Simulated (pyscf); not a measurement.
HO–Si:–Cl [singlet] + H₂ → :HSi–Cl [singlet] + H₂O (four-centre exchange; singlet surface; O–Si, H–H broken, H–Si, H–O formed). Single points on ωB97X-D3(BJ)/def2-SVP structures (PySCF, gas phase). Energies in kcal/mol from the separated reactants.

```json
[
 {"level": "ωB97X-D3(BJ)/def2-TZVP", "barrier": "39.2", "reaction energy": "+36.3"},
 {"level": "PBE/def2-TZVP", "barrier": "___", "reaction energy": "+35.8"},
 {"level": "r²SCAN/def2-TZVP", "barrier": "___", "reaction energy": "___"},
 {"level": "PBE0-D3(BJ)/def2-TZVP", "barrier": "35.0", "reaction energy": "+34.8"},
 {"level": "ωB97M-D3(BJ)/def2-TZVP", "barrier": "39.5", "reaction energy": "+36.4"},
 {"level": "HF/def2-TZVP", "barrier": "53.7", "reaction energy": "+31.7"}
]
```

What belongs in the gaps?


- PBE/def2-TZVP, barrier: 33.7
- r²SCAN/def2-TZVP, barrier: 36.2
- r²SCAN/def2-TZVP, reaction energy: +37.9

On the product side the descent ends in an adduct with a O–Si contact (not fully relaxed), 18.3 kcal/mol under the separated species and 21.1 kcal/mol under the saddle at ωB97X-D3(BJ)/def2-TZVP. At PBE, r²SCAN the saddle lies under the separated products, which points to a path from their complex (located at ωB97X-D3(BJ) alone), and parting the products costs more than the saddle. What is counted as broken (O–Si) persists as a longer contact in the product adduct; parting that adduct is a step of its own. At the saddle there is also a short H–Si contact that neither side keeps. One saddle was located; it need not be the lowest between these sides.
